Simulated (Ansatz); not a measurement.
Relaxation of CH₈BN (11 atoms, charge 0, multiplicity 1), to a largest force component of 0.03 eV/Å in at most 50 steps.

These are results of RHF/def2-SVP in Ansatz 0.2.0, not measurements.

```xyz
11
Properties=species:S:1:pos:R:3
B 0.023 0.446 -0.272
H -0.419 0.642 0.819
H 1.201 0.546 -0.462
H -0.728 0.253 -1.185
N -0.080 -1.936 1.077
H -0.786 -2.638 0.944
C 1.020 -2.409 1.889
H 1.488 -3.268 1.407
H 1.774 -1.626 1.975
H 0.732 -2.709 2.903
H -0.529 -1.108 1.486
```

Task: Where does it end, and by what steps?

Result: The run converged. The force dipped under the threshold on the way, but the program's further checks kept it going. After 16 steps the energy has fallen by 1.111 eV; H3 moved furthest, 1.17 Å. Joined: B1–N5.

```
step  energy less start (eV)  largest force component (eV/Å)  accepted
   0                  0.0000                           1.242       yes
   1                 -0.0805                           0.671       yes
   2                 -0.1889                           0.842       yes
   3                 -0.3390                           1.214       yes
   4                 -0.6446                           1.411       yes
   5                 -0.8878                           0.987       yes
   6                 -0.8808                           1.730        no
   7                 -0.9923                           0.222       yes
   8                 -1.0163                           0.200       yes
   9                 -1.0418                           0.168       yes
  10                 -1.0828                           0.103       yes
  11                 -1.1060                           0.051       yes
  12                 -1.0888                           0.572        no
  13                 -1.1099                           0.007       yes
  14                 -1.1107                           0.044       yes
  15                 -1.1061                           0.223        no
  16                 -1.1110                           0.002       yes
```

```xyz
11
Properties=species:S:1:pos:R:3
B 0.102 -0.236 0.067
H 0.445 0.649 0.836
H 0.984 -0.578 -0.705
H -0.966 -0.016 -0.481
N -0.180 -1.563 1.026
H -0.517 -2.299 0.426
C 0.971 -2.029 1.802
H 1.776 -2.282 1.118
H 1.308 -1.222 2.447
H 0.717 -2.900 2.407
H -0.944 -1.332 1.639
```

Whether the end is a true minimum wasn't checked by a vibrational analysis.

Time of the run: 25 s on 1 thread of Arm Neoverse V1, with other jobs on the host, peak memory 0.12 GiB.
